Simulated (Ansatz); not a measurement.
[OH···H···GeH3], doublet in cc-pVDZ: errors against UCCSDT(Q)

Geometry: a point of a hydrogen-transfer path between rigid fragments, not a stationary point.

```xyz
7

O    -2.6269   -0.0100    0.0000
H    -2.8762    0.9166    0.0000
H    -1.3539   -0.0100    0.0000
Ge    0.5931   -0.0100    0.0000
H     1.0618   -1.4759    0.0000
H     1.0618    0.7230   -1.2695
H     1.0618    0.7230    1.2695
```

Basis cc-pVDZ; Ansatz 0.2.0. Correlated methods freeze the noble-gas cores and the filled d shells of p-block atoms, which leaves 15 electrons in 51 orbitals. Prefix R: restricted or restricted open-shell reference; prefix U: unrestricted. Active spaces: pair = (3e, 3o) about the gap. No spin–orbit coupling is included, and no scalar relativity.

Full CI isn't at hand for all of this; UCCSDT(Q) serves as the reference, and is uncertain by about the last step of the cluster series. The frozen core follows each run's orbitals, which can shift R against U totals by a few meV for light atoms and by up to 0.1 eV past Ca.

```
UHF ⟨S²⟩                          : 0.814
T1 diagnostic (RCCSD)             : 0.0208
largest doubles amplitude (RCCSD) : 0.046
T1 diagnostic (UCCSD)             : 0.0225
```

```
   level  E − E(RHF) (eV)
     UHF          -0.3117
    UMP2          -8.3981
   UCCSD          -9.5158
UCCSD(T)          -9.7035
```

**Question.** Estimate how far UCCSDT(Q) in cc-pVDZ lies from UCCSD(T). The table doesn't fix it; the size of (T) and the diagnostics are the guide.

**Answer.** UCCSDT(Q) in cc-pVDZ lies 4.8 kJ/mol below UCCSD(T), which is 26 % of the (T) step (-18.1 kJ/mol). The diagnostics give no warning, yet the rest is a sizeable part of (T). The miss exceeds 1 kcal/mol.

The other levels:

```json
{"level": "UCCSDT", "E − E(UCCSDT(Q)) (kJ/mol)": "2.0", "share of correlation (%)": "99.78", "wall time": "–"}
```

The correlation energy at UCCSDT(Q), counted from RHF, is -9.753 eV. That run took 17 s on 4 threads of AMD EPYC 9R45, shared host.

Run but not shown, since their state or frozen core can't be matched to the reference's or they repeat it: RHF, RMP2, CISD, RCCSD, RCCSD(T), BCCD(T), RCCSDT, RCCSDT(Q), CASSCF (pair space), NEVPT2 (pair space), MRCISD (pair space), MRCISD+Q (pair space).

Times hold each run's SCF and search for its determinant on a shared host, so for small cases they say little of a method's own cost; they ran on 1 thread of AMD EPYC 9R45.
